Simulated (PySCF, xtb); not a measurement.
## Relative energy of two isomers of CH2BN

We compare I, `B[N+]#[C-]`, a singlet, with II, `B1C=N1`, a singlet. Both are isolated molecules in the gas phase, relaxed with B3LYP-D4/def2-SVP.

Energies in hartree; the thermal terms are from B3LYP-D4/def2-SVP harmonic frequencies (ideal gas, rigid rotor, one conformer each, 298.15 K, 1 atm) and include the zero-point energy:

```
                                I           II
E, CCSD(T)/def2-TZVPP  −118.651585  −118.632274
    zero-point energy     0.027954     0.030509
         H(298 K) − E     0.032756     0.034584
         G(298 K) − E     0.004723     0.006960
```

**Question.** Work out ΔE, ΔE₀, ΔH and ΔG for I → II in kcal/mol (1 Eh = 627.51 kcal/mol) and the equilibrium ratio [II]/[I].

**Answer.** 1. ΔE = −118.632274 − (−118.651585) = +0.019311 Eh = +12.12 kcal/mol.
2. ΔE₀ = ΔE + ΔZPE = +0.019311 + (+0.002555) Eh = +13.72 kcal/mol.
3. ΔH = ΔE + (+0.001828) Eh = +13.26 kcal/mol.
4. ΔG = ΔE + (+0.002237) Eh = +13.52 kcal/mol, so ΔS = (ΔH − ΔG)/T = −3.6 J/(mol K).
5. kT = 0.9442 mEh, so K = [II]/[I] = exp(−ΔG/kT) = exp(−22.82) ≈ 1.2 × 10^−10.

Structure I is favoured at this temperature. An error of 1 kcal/mol in ΔG would change K by a factor of 5.4. Mirror images and further conformers aren't counted.

As drawn, II has 1 C–B, 1 C=N, 1 C–H in place of 1 C≡N, 1 B–H. Structure I has no ring, II a 3-membered ring.

Other levels gave ΔE = +11.6 (GFN2-xTB); +15.8 (HF/STO-3G, GFN2-xTB geometries); +6.1 (r2SCAN-D4/def2-SVP, GFN2-xTB geometries); +10.6 (B3LYP-D4/def2-SVP); +19.9 (HF/def2-TZVPP); +9.7 (MP2/def2-TZVPP) kcal/mol. The correlated steps freeze 3 core orbitals. Programs: PySCF 2.14.0, xtb 6.7.1.
